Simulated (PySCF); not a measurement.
# Towards the basis-set limit for PH⁻

State: ²Π, doublet, unpaired electrons π ↑. De refers to P + H⁻. ROHF-based CCSD(T) in PySCF 2.14 with P aug-cc-pV(T+d)Z, H aug-cc-pVTZ and P aug-cc-pV(Q+d)Z, H aug-cc-pVQZ (frozen core orbitals: 5; no relativity). Correlation energies are extrapolated as n⁻³ (n = 3, 4), Hartree–Fock as (n+1)·exp(−9√n). CV is the change on freezing 1 orbitals instead, in P cc-pwCVTZ, H cc-pVTZ. SR is the spin-free X2C energy in P cc-pVTZ-DK, H cc-pVTZ-DK less the non-relativistic one in P cc-pVTZ, H cc-pVTZ.

```
            Level  Re (Å)  ωe (cm⁻¹)  ωexe (cm⁻¹)  αe (cm⁻¹)  De (eV)
       CCSD(T)/TZ  1.4389     2248.4         47.4      0.272    3.278
       CCSD(T)/QZ  1.4370     2263.3         47.5      0.271    3.385
           HF/CBS  1.4249     2365.1         44.6      0.254    2.296
          MP2/CBS  1.4280     2345.5         42.1      0.249    3.524
         CCSD/CBS  1.4334     2289.9         46.6      0.267    3.338
      CCSD(T)/CBS  1.4363     2270.6         47.2      0.270    3.460
   CCSD(T)/CBS+CV  1.4341     2273.7         47.4      0.271    3.464
CCSD(T)/CBS+CV+SR  1.4343     2269.3         47.3      0.271    3.449
```

Problem. How much is left between CCSD(T)/QZ and the basis-set limit, and how much do the triples give at the limit?

Solution. CCSD(T)/CBS less CCSD(T)/QZ: -0.7 mÅ in Re, +7.3 cm⁻¹ in ωe and +0.075 eV in De. CCSD(T)/CBS less CCSD/CBS: +2.9 mÅ in Re, -19.3 cm⁻¹ in ωe and +0.122 eV in De.

Problem. What do the later terms add?

Solution. CV: -2.2 mÅ in Re, +3.1 cm⁻¹ in ωe and +0.004 eV in De; SR: +0.2 mÅ in Re, -4.4 cm⁻¹ in ωe and -0.015 eV in De, each against the row above.

The T1 diagnostic is 0.020. The state was picked by a PBE0 search and need not be the measured ground state. Spin–orbit coupling, excitations beyond (T) and corrections to the Born–Oppenheimer picture are left out.

The whole job (state search and all basis sets along the bond) took about 8.1 min on 4 threads of Intel Xeon 6975P-C (shared host), peak memory 16 GiB.
